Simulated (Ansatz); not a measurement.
## H3PO (SMILES O=[PH3]): methods side by side

H3PO has 5 atoms, charge 0, and is taken as a singlet. SMILES: `O=[PH3]`. The coordinates come from a GFN2-xTB relaxation.

Each level gives the electronic atomisation energy (eV). The values are calculated. Electronic energies at fixed atoms, without zero-point motion or spin-orbit coupling.

```csv
level,kind,program,value (eV),less FCI/STO-3G,CPU time (all runs)
HF/STO-3G,Hartree–Fock,Ansatz,7.04,-3.15,0.18 s
PBE/STO-3G,GGA,Ansatz,14.81,+4.62,1.8 s
r2SCAN/STO-3G,meta-GGA,Ansatz,14.09,+3.90,4.5 s
r2SCAN0/STO-3G,hybrid meta-GGA,Ansatz,13.20,+3.01,4.2 s
wB97X/STO-3G,range-separated hybrid,Ansatz,13.47,+3.28,6.8 s
B2PLYP/STO-3G,double hybrid,Ansatz,12.45,+2.26,1.8 s
RPA@PBE/STO-3G,RPA,Ansatz,10.26,+0.07,2.3 s
MP2/STO-3G,perturbation theory,Ansatz,9.40,-0.79,0.17 s
CCSDT(Q)/STO-3G,coupled cluster or CI,Ansatz,10.20,+0.01,0.63 s
FCI/STO-3G,exact in the basis,Ansatz,10.19,0.00,0.74 s
```

FCI/STO-3G is exact within its basis and frozen core, so for wave-function methods in that basis the difference is their error; functionals converge differently with the basis, so for them it is only a difference. The values span 7.04 to 14.81 eV. All rows use very small basis sets, so none should be taken for the real molecule's value. Times are those of the runs behind each value, whatever else they computed, on shared processors of several kinds: orders of magnitude only.
